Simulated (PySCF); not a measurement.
# CCl: bond curves at several levels of theory

An exercise on one series of results from a longer session: the logs are not shown, and one member is left open.

Program: PySCF 2.14.0. Level of theory: C def2-SVPD, Cl def2-SVPD, no relativity. These are calculated values, not measurements.

The first run:

A driver script around PySCF takes these settings:

```json
{"atoms": "C, Cl", "charge": "0", "basis": "C def2-SVPD, Cl def2-SVPD", "Hamiltonian": "no relativity", "basis functions": "47", "electrons treated": "23", "masses in u": "12.0000, 34.9689", "levels": "PBE0, PBE, r²SCAN, M06-L, M06-2X, TPSS, CAM-B3LYP, HF, MP2, SCS-MP2, CCSD, CCSD(T)", "grid": "80 radial by 434 angular points", "occupations": "held fixed by the projection of orbital angular momentum", "dissociation limit": "C + Cl, each in its ground configuration", "starting distance in angstrom": "1.680", "values of 2S to try": "1, 3"}
```

Launch:

```
OMP_NUM_THREADS=1 python dia.py task.json out
```

Steps of the session up to this table: Set-up; PBE0 along the bond; Higher solutions at PBE0; PBE; r²SCAN (meta-GGA); M06-L; M06-2X (hybrid meta-GGA); TPSS (meta-GGA); CAM-B3LYP (range-separated hybrid); UHF (mean field); MP2 and coupled cluster.

One of the session's tables, all rows but one given; the rest of the session is left out.

It belongs to the step «The curves together». Energy (eV) from each level's lowest point:

```
R (Å)    UHF  UHF-MP2  UHF-SCS-MP2  UHF-CCSD  UHF-CCSD(T)
1.431  1.166    1.068        1.105       n/a          n/a
1.498  0.528    0.461        0.487     0.526        0.543
1.564  0.175    0.137        0.153     0.174        0.184
1.614  0.044    0.027        0.035     0.045        0.050
1.664  0.000    0.000        0.000     0.000        0.000
1.714  0.021    0.036        0.028     0.020        0.014
1.780  0.123    0.156        0.137     0.119        0.106
1.864      ?        ?            ?         ?            ?
1.964  0.656    0.717        0.671     0.634        0.597
2.097  1.134    1.253        1.194       n/a          n/a
```

Q: Estimate the row for R (Å) = 1.864 from the others.

Worked estimate for «UHF». A straight line through the neighbours (1.780, 0.123) and (1.964, 0.656) gives 0.123 + (0.656 − 0.123) × (1.864 − 1.780) / (1.964 − 1.780) = 0.366; a parabola fitted to 4 rows on both sides gives 0.345.

As computed: UHF: 0.333; UHF-MP2: 0.381; UHF-SCS-MP2: 0.349; UHF-CCSD: 0.323; UHF-CCSD(T): 0.299. In «UHF» the line misses by +0.033 and the parabola by +0.012.
